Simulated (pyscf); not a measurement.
Thermochemistry of product channels of HO–CH₂–OH on the singlet surface, in kcal/mol, from ωB97M-D3(BJ)/def2-TZVP energies (ideal gas, 1 atm, RRHO with modes under 100 cm⁻¹ raised to 100, one conformer, R ln 2 for rigid chiral ones). PySCF, gas phase, ωB97X-D3(BJ)/def2-SVP geometries.

```csv
products,ΔE,ΔH(298 K),ΔG(600 K),ΔG(1200 K)
H₂O + H₂C=O,+15.5,+11.3,-10.0,-30.9
O=CH–OH + H₂,+8.9,+2.1,-15.3,-33.5
```

These are energies of the channels, which say nothing of barriers.
